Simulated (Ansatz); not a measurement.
Program: Ansatz. Geometries: PBE0-D4/def2-TZVP. ΔE: electronic, gas phase. CBS: def2 TZ/QZ extrapolation, frozen cores. DFT in def2-TZVPP. One conformer a species, not always the lowest.

Reaction (formal exchange of groups at the Si–N bond): `N[SiH2]N` + SiH₄ → `N[SiH2][SiH3]` + NH₃

`N[SiH2]N`:

```xyz
9

N     1.082    0.978   -0.042
Si   -0.064   -0.203   -0.508
N    -0.977   -0.647    0.869
H     0.801    1.849    0.377
H     1.961    1.056   -0.526
H     0.770   -1.267   -1.142
H    -1.104    0.210   -1.496
H    -1.929   -0.958    0.773
H    -0.539   -1.019    1.695
```

SiH₄:

```xyz
5

Si    0.000    0.000    0.000
H     0.569    1.072    0.855
H    -1.469   -0.069    0.204
H     0.612   -1.302    0.367
H     0.288    0.298   -1.426
```

`N[SiH2][SiH3]`:

Cartesian coordinates in Å:
```
N -0.008 -0.570 -1.696
Si -0.697 -0.525 -0.116
Si 0.688 0.760 1.267
H 0.263 0.290 -2.145
H -0.360 -1.228 -2.374
H -0.775 -1.928 0.375
H -2.084 0.031 -0.030
H 0.906 2.105 0.664
H 2.015 0.116 1.456
H 0.052 0.949 2.600
```

NH₃:

Cartesian coordinates in Å:
```
N 0.145 -0.148 -0.192
H 0.673 -0.021 0.663
H -0.095 0.775 -0.532
H -0.723 -0.606 0.061
```

| level | ΔE (kJ/mol) |
| --- | --- |
| r2SCANh-D4 | 64.8 |
| r2SCAN0-D4 | 66.3 |
| CAM-B3LYP-D4 | 74.1 |
| ωB97X-V | 66.6 |
| ωB97M-V | 72.7 |
| PBE-QIDH | 66.3 |
| PBE0 | 56.5 |
| SCS-MP2/def2-QZVPP | 77.9 |

What does CCSD(T)/CBS give? (An estimate is asked.)

Ansatz gave: +68.5 kJ/mol. The listed levels differ from it by -3.7, -2.2, 5.6, -1.9, 4.2, -2.2, -12.0, 9.4 kJ/mol.

Largest T1 diagnostic among the species: 0.011.

In def2-TZVPP, CCSD(T) changes the Hartree–Fock value by −17.7 kJ/mol (the triples alone add −2.3 kJ/mol) and MP2 by −10.3 kJ/mol. Leaving LDA and LC-ωPBE aside and taking each functional with its dispersion term where it has one, the values, not all of them listed here, spread over 25.1 kJ/mol, from PBE-D4 to CAM-B3LYP-D4. LDA lies +7.6 kJ/mol from PBE without D4.
